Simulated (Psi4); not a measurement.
# A workflow on C2HClF (SMILES [H]/[C]=C(\F)Cl), part 2 of 2

Psi4 1.11. Earlier steps stand in the parts before.

**3. The harmonic vibrations at UHF/cc-pVDZ (density fitting) (run 2)**

The input, c2hclf.xyz:

```xyz
5
C2HClF
C      0.817715     0.113232     0.516137
C     -0.268767    -0.136150    -0.192722
F     -1.155513     0.787252    -0.508629
Cl    -0.688398    -1.686970    -0.805482
H      1.233354     0.995919     0.970738
```

The input, c2hclf.py:

```python
import psi4

psi4.set_memory(1600000000)
psi4.set_num_threads(1)
psi4.set_output_file('run.log', False)

with open('c2hclf.xyz') as f:
    atoms = ''.join(f.readlines()[2:])
molecule = psi4.geometry('0 2\n' + atoms + '')

psi4.set_options({
    'reference': 'uhf',
    't': 400.0,
    'rotational_symmetry_number': 1,
})

result, w = psi4.frequencies('hf/cc-pVDZ', molecule=molecule, return_wfn=True)
print(f'total energy {result:.8f} hartree = {result * 27.211386:.5f} eV')
print('wavenumbers / cm^-1:', w.frequencies().np.round(1))
for k in ('ZPVE', 'ENTHALPY', 'GIBBS FREE ENERGY'):
    print(f'{k}: {psi4.variable(k):.8f} Eh')
```

Launch:

```console
python c2hclf.py
```

run.log:

```text
[-0.00001899  0.0000659   0.00000381]
 [ 0.00002413 -0.00003678  0.00000615]
 [ 0.00000731  0.00001384  0.00000693]
[... 29 lines of this table left out ...]
  -0.00360716 -0.00101201  0.00382614  0.0703689   0.137762    0.08951685]]
            Y                   Z               Mass
    ------------   -----------------  -----------------  -----------------  -----------------
         C            1.301348680693     0.661584441595     0.933618131719    12.000000000000
         C            0.214866680693     0.412202441595     0.224759131719    12.000000000000
         F           -0.671879319307     1.335604441595    -0.091147868281    18.998403162730
         CL          -0.204764319307    -1.138617558405    -0.388000868281    34.968852682000
         H            1.716987680693     1.544271441595     1.388219131719     1.007825032230

  Running in c1 symmetry.

  Rotational constants: A =      0.39269  B =      0.17147  C =      0.11935 [cm^-1]
  Rotational constants: A =  11772.50307  B =   5140.59093  C =   3578.15208 [MHz]
  Nuclear repulsion =  140.229761034465156

  Charge       = 0
  Multiplicity = 2
  Electrons    = 39
  Nalpha       = 20
  Nbeta        = 19

  ==> Algorithm <==

  SCF Algorithm Type is DF.
  DIIS enabled.
  MOM disabled.
  Fractional occupation disabled.
  Guess Type is SAD.
  Energy threshold   = 1.00e-08
  Density threshold  = 1.00e-08
  Integral threshold = 1.00e-12

  ==> Primary Basis <==

  Basis Set: CC-PVDZ
    Blend: CC-PVDZ
    Number of shells: 29
    Number of basis functions: 65
    Number of Cartesian functions: 69
    Spherical Harmonics?: true
    Max angular momentum: 2

   => Loading Basis Set <=

    Name: (CC-PVDZ AUX)
    Role: JKFIT
    Keyword: DF_BASIS_SCF

  ==> Integral Setup <==

  DFHelper Memory: AOs need 0.012 GiB; user supplied 1.118 GiB.
  SCF_SUBTYPE=INCORE selected. In-core MEM_DF algorithm will be used.
  Using in-core AOs.

  ==> MemDFJK: Density-Fitted J/K Matrices <==

    J tasked:                   Yes
    K tasked:                   Yes
    wK tasked:                   No
    Memory [MiB]:              1144
    Algorithm:                 Core
    Schwarz Cutoff:           1E-12
    Mask sparsity (%):       0.0000
    Fitting Condition:        1E-10

   => Auxiliary Basis Set <=

  Basis Set: (CC-PVDZ AUX)
    Blend: CC-PVDZ-JKFIT
    Number of shells: 117
    Number of basis functions: 345
    Number of Cartesian functions: 398
    Spherical Harmonics?: true
    Max angular momentum: 3

  Minimum eigenvalue in the overlap matrix is 3.6045971849E-03.
  Reciprocal condition number of the overlap matrix is 9.1861230016E-04.
    Using symmetric orthogonalization.

  ==> Pre-Iterations <==

  SCF Guess: Superposition of Atomic Densities via on-the-fly atomic UHF (no occupation information).

   -------------------------
    Irrep   Nso     Nmo
   -------------------------
     A         65      65
   -------------------------
    Total      65      65
   -------------------------

  ==> Iterations <==

                           Total Energy        Delta E     RMS |[F,P]|

   @DF-UHF iter SAD:  -634.56937491710562   -6.34569e+02   0.00000e+00
   @DF-UHF iter   1:  -635.08235570697002   -5.12981e-01   5.16082e-03 ADIIS/DIIS
   @DF-UHF iter   2:  -635.13707932871591   -5.47236e-02   2.93996e-03 ADIIS/DIIS
   @DF-UHF iter   3:  -635.15472699261920   -1.76477e-02   7.23136e-04 ADIIS/DIIS
   @DF-UHF iter   4:  -635.15802654393985   -3.29955e-03   3.03606e-04 ADIIS/DIIS
   @DF-UHF iter   5:  -635.15887891007185   -8.52366e-04   2.22555e-04 ADIIS/DIIS
   @DF-UHF iter   6:  -635.15956749915972   -6.88589e-04   2.01780e-04 ADIIS/DIIS
   @DF-UHF iter   7:  -635.16053919258059   -9.71693e-04   1.86383e-04 ADIIS/DIIS
   @DF-UHF iter   8:  -635.16280308380590   -2.26389e-03   1.12085e-04 ADIIS/DIIS
   @DF-UHF iter   9:  -635.16334078100158   -5.37697e-04   4.24665e-05 DIIS
   @DF-UHF iter  10:  -635.16330859067284    3.21903e-05   3.57306e-05 DIIS
   @DF-UHF iter  11:  -635.16334671225172   -3.81216e-05   1.46108e-05 DIIS
   @DF-UHF iter  12:  -635.16334538367846    1.32857e-06   1.33812e-05 DIIS
   @DF-UHF iter  13:  -635.16335097062222   -5.58694e-06   4.21213e-06 DIIS
   @DF-UHF iter  14:  -635.16335151631574   -5.45694e-07   6.34221e-07 DIIS
   @DF-UHF iter  15:  -635.16335152026454   -3.94880e-09   2.26183e-07 DIIS
   @DF-UHF iter  16:  -635.16335152044655   -1.82013e-10   1.20529e-07 DIIS
   @DF-UHF iter  17:  -635.16335152072668   -2.80124e-10   5.14774e-08 DIIS
   @DF-UHF iter  18:  -635.16335152077875   -5.20686e-11   1.68235e-08 DIIS
   @DF-UHF iter  19:  -635.16335152078182   -3.06954e-12   5.91607e-09 DIIS
  Energy and wave function converged.

  ==> Post-Iterations <==

   @Spin Contamination Metric:   2.329488889E-01
   @S^2 Expected:                7.500000000E-01
   @S^2 Observed:                9.829488889E-01
   @S   Expected:                5.000000000E-01
   @S   Observed:                5.000000000E-01

    Orbital Energies [Eh]
    ---------------------

    Alpha Occupied:

       1A   -104.859385     2A    -26.343496     3A    -11.387909
       4A    -11.296296     5A    -10.586853     6A     -8.055560
       7A     -8.050969     8A     -8.049856     9A     -1.671232
      10A     -1.176100    11A     -1.058335    12A     -0.843297
      13A     -0.736998    14A     -0.727059    15A     -0.713168
      16A     -0.585865    17A     -0.512908    18A     -0.500960
      19A     -0.465690    20A     -0.419121

    Alpha Virtual:

[... 25 lines left out ...]
    Final Occupation by Irrep:
[... 10 lines left out ...]
    Nuclear Repulsion Energy =            140.2297610344651559
[... 1 line left out ...]
    Two-Electron Energy =                 379.9355630749871580
[... 24 lines left out ...]
 Dipole X            :         -2.0204585            2.4308918            0.4104333
[... 1 line left out ...]
 Dipole Z            :         -1.4464074            1.7425866            0.2961792
[... 185 lines left out ...]
   @DF-UHF iter SAD:  -634.56937491727081   -6.34569e+02   0.00000e+00
[... 1 line left out ...]
   @DF-UHF iter   2:  -635.13707932888178   -5.47236e-02   2.93996e-03 ADIIS/DIIS
[... 1 line left out ...]
   @DF-UHF iter   4:  -635.15802654410436   -3.29955e-03   3.03606e-04 ADIIS/DIIS
[... 1 line left out ...]
   @DF-UHF iter   6:  -635.15956749932457   -6.88589e-04   2.01780e-04 ADIIS/DIIS
[... 1 line left out ...]
   @DF-UHF iter   8:  -635.16280308397108   -2.26389e-03   1.12085e-04 ADIIS/DIIS
[... 1 line left out ...]
   @DF-UHF iter  10:  -635.16330859083791    3.21903e-05   3.57306e-05 DIIS
[... 1 line left out ...]
   @DF-UHF iter  12:  -635.16334538384365    1.32857e-06   1.33812e-05 DIIS
[... 1 line left out ...]
   @DF-UHF iter  14:  -635.16335151648082   -5.45693e-07   6.34221e-07 DIIS
[... 1 line left out ...]
   @DF-UHF iter  16:  -635.16335152061151   -1.81558e-10   1.20529e-07 DIIS
[... 1 line left out ...]
   @DF-UHF iter  18:  -635.16335152094371   -5.19549e-11   1.68235e-08 DIIS
[... 1 line left out ...]
  Energy and wave function converged.
[... 4 lines left out ...]
   @S^2 Expected:                7.500000000E-01
[... 1 line left out ...]
   @S   Expected:                5.000000000E-01
[... 42 lines left out ...]
    Final Occupation by Irrep:
[... 10 lines left out ...]
    Nuclear Repulsion Energy =            140.2297610344651559
[... 1 line left out ...]
    Two-Electron Energy =                 379.9355630748456747
[... 24 lines left out ...]
 Dipole X            :         -2.0204585            2.4308918            0.4104333
[... 1 line left out ...]
 Dipole Z            :         -1.4464074            1.7425866            0.2961792
[... 127 lines left out ...]
  non-mass-weighted Hessian:       Symmetric? True   Hermitian? True   Lin Dep Dim?  0 (0)
[... 12 lines left out ...]
  projected mass-weighted Hessian: Symmetric? True   Hermitian? True   Lin Dep Dim?  6 (6)
[... 25 lines left out ...]
  Vibration                       10                  11                  12
  Freq [cm^-1]                 693.0412            713.3557            944.3324
  Irrep                           A                   A                   A
  Reduced mass [u]              1.2571              3.1556              2.3235
  Force const [mDyne/A]         0.3557              0.9461              1.2208
  Turning point v=0 [a0]        0.3717              0.2313              0.2343
  RMS dev v=0 [a0 u^1/2]        0.2947              0.2905              0.2525
  Char temp [K]                997.1320           1026.3601           1358.6841
  ----------------------------------------------------------------------------------
      1   C                0.07  0.03 -0.11   -0.14 -0.15 -0.12    0.21 -0.15  0.09
      2   C               -0.03 -0.01  0.05   -0.08 -0.18 -0.09    0.05  0.06  0.04
      3   F                0.01  0.00 -0.02    0.09 -0.06  0.04   -0.12  0.07 -0.05
      4   CL              -0.00 -0.00  0.01    0.05  0.13  0.06   -0.00 -0.02 -0.01
      5   H               -0.50 -0.19  0.83   -0.78  0.30 -0.40   -0.72  0.53 -0.31

  Vibration                       13                  14                  15
  Freq [cm^-1]                1228.9431           1629.9790           3446.3227
  Irrep                           A                   A                   A
  Reduced mass [u]              8.9619              9.5383              1.0972
  Force const [mDyne/A]         7.9747             14.9308              7.6777
  Turning point v=0 [a0]        0.1046              0.0880              0.1784
  RMS dev v=0 [a0 u^1/2]        0.2213              0.1922              0.1322
  Char temp [K]               1768.1755           2345.1769           4958.4911
  ----------------------------------------------------------------------------------
      1   C               -0.12 -0.13 -0.10   -0.39 -0.09 -0.25   -0.04 -0.07 -0.04
      2   C               -0.12  0.68  0.09    0.61  0.02  0.37    0.01  0.00  0.00
      3   F                0.21 -0.25  0.07   -0.11  0.09 -0.04   -0.00  0.00 -0.00
      4   CL              -0.02 -0.06 -0.02   -0.01 -0.02 -0.01    0.00  0.00  0.00
      5   H               -0.51  0.13 -0.27   -0.30 -0.29 -0.25    0.39  0.81  0.42

  ==> Thermochemistry Components <==

  Entropy, S
    Electronic S                             1.377 [cal/(mol K)]        5.763 [J/(mol K)]       0.00219507 [mEh/K] (multiplicity = 2)
    Translational S                         40.474 [cal/(mol K)]      169.345 [J/(mol K)]       0.06449998 [mEh/K] (mol. weight = 78.9751 [u], P = 101325.00 [Pa])
    Rotational S                            25.686 [cal/(mol K)]      107.471 [J/(mol K)]       0.04093336 [mEh/K] (symmetry no. = 1)
    Vibrational S                            5.474 [cal/(mol K)]       22.902 [J/(mol K)]       0.00872293 [mEh/K]
  Total S                                   73.012 [cal/(mol K)]      305.480 [J/(mol K)]       0.11635134 [mEh/K]
  Correction S                               0.000 [cal/(mol K)]        0.000 [J/(mol K)]       0.00000000 [mEh/K]

  Constant volume heat capacity, Cv
    Electronic Cv                            0.000 [cal/(mol K)]        0.000 [J/(mol K)]       0.00000000 [mEh/K]
    Translational Cv                         2.981 [cal/(mol K)]       12.472 [J/(mol K)]       0.00475022 [mEh/K]
    Rotational Cv                            2.981 [cal/(mol K)]       12.472 [J/(mol K)]       0.00475022 [mEh/K]
    Vibrational Cv                           8.727 [cal/(mol K)]       36.514 [J/(mol K)]       0.01390735 [mEh/K]
  Total Cv                                  14.689 [cal/(mol K)]       61.457 [J/(mol K)]       0.02340778 [mEh/K]
  Correction Cv                              0.000 [cal/(mol K)]        0.000 [J/(mol K)]       0.00000000 [mEh/K]

  Constant pressure heat capacity, Cp
    Electronic Cp                            0.000 [cal/(mol K)]        0.000 [J/(mol K)]       0.00000000 [mEh/K]
    Translational Cp                         4.968 [cal/(mol K)]       20.786 [J/(mol K)]       0.00791703 [mEh/K]
    Rotational Cp                            2.981 [cal/(mol K)]       12.472 [J/(mol K)]       0.00475022 [mEh/K]
    Vibrational Cp                           8.727 [cal/(mol K)]       36.514 [J/(mol K)]       0.01390735 [mEh/K]
  Total Cp                                  16.676 [cal/(mol K)]       69.772 [J/(mol K)]       0.02657460 [mEh/K]
  Correction Cp                              0.000 [cal/(mol K)]        0.000 [J/(mol K)]       0.00000000 [mEh/K]

  ==> Thermochemistry Energy Analysis <==

  Raw electronic energy, E_e
  Total E_e, Electronic energy at well bottom                                          -635.16335152 [Eh]

  Zero-point vibrational energy, ZPVE = Sum_i omega_i / 2,  E_0 = E_e + ZPVE
    Vibrational ZPVE                        14.278 [kcal/mol]       59.738 [kJ/mol]       0.02275315 [Eh]        4993.739 [cm^-1]
  Correction ZPVE to E_e                    14.278 [kcal/mol]       59.738 [kJ/mol]       0.02275315 [Eh]        4993.739 [cm^-1]
  Total E_0, Enthalpy at 0 [K]                                                         -635.14059837 [Eh]
  *** Absolute enthalpy, not an enthalpy of formation ***

  Thermal (internal) energy, E (includes ZPVE and finite-temperature corrections)
    Electronic contrib to E beyond E_e       0.000 [kcal/mol]        0.000 [kJ/mol]       0.00000000 [Eh]
    Translational contrib to E               1.192 [kcal/mol]        4.989 [kJ/mol]       0.00190009 [Eh]
    Rotational contrib to E                  1.192 [kcal/mol]        4.989 [kJ/mol]       0.00190009 [Eh]
    Vibrational contrib to E                15.747 [kcal/mol]       65.885 [kJ/mol]       0.02509437 [Eh]
  Correction E                              18.132 [kcal/mol]       75.863 [kJ/mol]       0.02889454 [Eh]
  Total E, Thermal (internal) energy at  400.00 [K]                                    -635.13445698 [Eh]

  Enthalpy, H_trans = E_trans + k_B * T = E_trans + P * V
    Electronic contrib to H beyond E_e       0.000 [kcal/mol]        0.000 [kJ/mol]       0.00000000 [Eh]
    Translational contrib to H               1.987 [kcal/mol]        8.314 [kJ/mol]       0.00316681 [Eh]
    Rotational contrib to H                  1.192 [kcal/mol]        4.989 [kJ/mol]       0.00190009 [Eh]
    Vibrational contrib to H                15.747 [kcal/mol]       65.885 [kJ/mol]       0.02509437 [Eh]
  Correction H                              18.926 [kcal/mol]       79.188 [kJ/mol]       0.03016126 [Eh]
  Total H, Enthalpy at  400.00 [K]                                                     -635.13319026 [Eh]
  *** Absolute enthalpy, not an enthalpy of formation ***

  Gibbs free energy, G = H - T * S
    Electronic contrib to G beyond E_e      -0.551 [kcal/mol]       -2.305 [kJ/mol]      -0.00087803 [Eh]
    Translational contrib to G             -14.203 [kcal/mol]      -59.423 [kJ/mol]      -0.02263318 [Eh]
    Rotational contrib to G                 -9.082 [kcal/mol]      -38.000 [kJ/mol]      -0.01447326 [Eh]
    Vibrational contrib to G                13.557 [kcal/mol]       56.724 [kJ/mol]       0.02160520 [Eh]
  Correction G                             -10.278 [kcal/mol]      -43.004 [kJ/mol]      -0.01637927 [Eh]
  Total G, Gibbs energy at  400.00 [K]                                                 -635.17973079 [Eh]
  *** Absolute Gibbs energy, not a free energy of formation ***
```

The script printed:

```text
Warning: used thermodynamics relations inappropriate for low-frequency modes: ['391.1622' '442.9209' '497.4201']
total energy -635.16335152 hartree = -17283.67513 eV
wavenumbers / cm^-1: [ 391.2  442.9  497.4  693.   713.4  944.3 1228.9 1630.  3446.3]
ZPVE: 0.02275315 Eh
ENTHALPY: -635.13319026 Eh
GIBBS FREE ENERGY: -635.17973079 Eh
```

It took 39 s on 1 thread of AMD EPYC 7B13 (Zen 3), shared host; peak memory 0.35 GiB.

**4. What came out**

This closing draws on all 2 parts.

```
                                                                  quantity             value
                               run 1, UHF/cc-pVDZ: total energy at the end     -635.16335 Eh
                                         run 1, UHF/cc-pVDZ: dipole moment            1.40 D
                    run 1, UHF/cc-pVDZ: HOMO energy (highest over α and β)         -10.39 eV
                     run 1, UHF/cc-pVDZ: LUMO energy (lowest over α and β)           2.23 eV
                                                  run 1, UHF/cc-pVDZ: ⟨S²⟩             0.983
                            run 2, UHF/cc-pVDZ: lowest harmonic wavenumber          391 cm⁻¹
                           run 2, UHF/cc-pVDZ: highest harmonic wavenumber         3446 cm⁻¹
                                     run 2, UHF/cc-pVDZ: zero-point energy       59.7 kJ/mol
run 2, UHF/cc-pVDZ: ideal-gas entropy at 400 K (symmetry number 1 as used)  73.0 cal/(mol K)
```

⟨S²⟩ (run 1, UHF/cc-pVDZ) is 0.98 where a pure doublet has 0.75: the reference is spin-contaminated. The optimisation (run 1, UHF/cc-pVDZ) took 8 steps and changed the energy by -0.178 eV. ⟨S²⟩ (run 2, UHF/cc-pVDZ) is 0.98 where a pure doublet has 0.75: the reference is spin-contaminated. All 9 modes (run 2, UHF/cc-pVDZ) are real, so the shape is a minimum at this level.
